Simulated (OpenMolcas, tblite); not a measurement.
**How methods differ on CH7BSi (SMILES CB[SiH3])**

CH7BSi: 10 atoms, total charge 0, spin state singlet. SMILES: `CB[SiH3]`. The shape is that of a PBE0-D4/def2-TZVP optimisation.

Quantity: the dipole moment, in D. The values are calculated.

```json
{"level": "IPEA1-xTB", "kind": "semi-empirical", "program": "tblite", "value (D)": "2.23"}
{"level": "HF/6-311+G**", "kind": "Hartree–Fock", "program": "OpenMolcas", "value (D)": "1.14"}
{"level": "SVWN5/6-311+G**", "kind": "LDA", "program": "OpenMolcas", "value (D)": "1.22"}
{"level": "BLYP/6-311+G**", "kind": "GGA", "program": "OpenMolcas", "value (D)": "1.20"}
{"level": "r2SCAN/6-311+G**", "kind": "meta-GGA", "program": "OpenMolcas", "value (D)": "1.21"}
{"level": "PBE0/6-311+G**", "kind": "global hybrid", "program": "OpenMolcas", "value (D)": "1.20"}
```

The values span 1.14 to 2.23 D. Magnitudes only.
